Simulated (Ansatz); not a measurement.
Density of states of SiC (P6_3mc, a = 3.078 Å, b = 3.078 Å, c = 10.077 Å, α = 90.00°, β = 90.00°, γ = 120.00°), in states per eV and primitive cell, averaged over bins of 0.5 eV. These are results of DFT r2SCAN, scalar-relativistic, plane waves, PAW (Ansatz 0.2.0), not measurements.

Plane waves to 500 eV, a k mesh through Γ of 12×12×4 on the computed 8-atom cell and Gaussian smearing (0.02 eV); no spin polarisation.

The cell is relaxed at this level. The states (both spins) are summed by tetrahedra on a 18×18×6 mesh at the self-consistent density. Energies are bin centres; the table starts no lower than −8 eV and ends at 6 eV, or lower where the solved bands end.

The gap is 2.60 eV at this level, with the zero inside it.

```
E − E_F (eV) total C 2p Si 3p Si 3s C 2s
       -7.80   1.70  0.85   0.33   0.28  0.22
       -7.30   1.67  0.87   0.42   0.18  0.18
       -6.80   2.21  1.20   0.64   0.18  0.16
       -6.30   2.44  1.37   0.71   0.18  0.15
       -5.80   2.90  1.68   0.86   0.19  0.15
       -5.30   3.26  1.95   0.95   0.20  0.14
       -4.80   3.40  2.11   0.99   0.16  0.11
       -4.30   3.95  2.55   1.15   0.12  0.09
       -3.80   3.75  2.54   0.98   0.10  0.08
       -3.30   5.19  3.67   1.29   0.08  0.07
       -2.80   4.09  3.07   0.86   0.04  0.04
       -2.30   2.55  2.02   0.42   0.02  0.02
       -1.80   1.46  1.23   0.16   0.01  0.01
       -1.30   0.27  0.24   0.02   0.00  0.00
       -0.80   0.00  0.00   0.00   0.00  0.00
       -0.30   0.00  0.00   0.00   0.00  0.00
        0.20   0.00  0.00   0.00   0.00  0.00
        0.70   0.00  0.00   0.00   0.00  0.00
        1.20   0.02  0.00   0.01   0.00  0.00
        1.70   0.63  0.05   0.29   0.03  0.15
        2.20   1.12  0.13   0.51   0.06  0.22
        2.70   2.16  0.37   0.97   0.10  0.28
        3.20   1.59  0.27   0.72   0.10  0.19
        3.70   1.75  0.28   0.74   0.19  0.19
        4.20   2.77  0.47   1.13   0.31  0.26
        4.70   2.87  0.44   1.09   0.41  0.31
        5.20   3.28  0.52   1.18   0.51  0.33
        5.70   3.57  0.57   1.25   0.54  0.34
```

The columns after the total are the Löwdin projections on the occupied valence shells of the potentials. The rest of the total lies in shells that are empty in the free atom, which aren't projected, and between the atoms.

Cost: 1 run of about 1.8 core-minutes, on Intel Xeon 6975P-C (Granite Rapids) (shared hosts).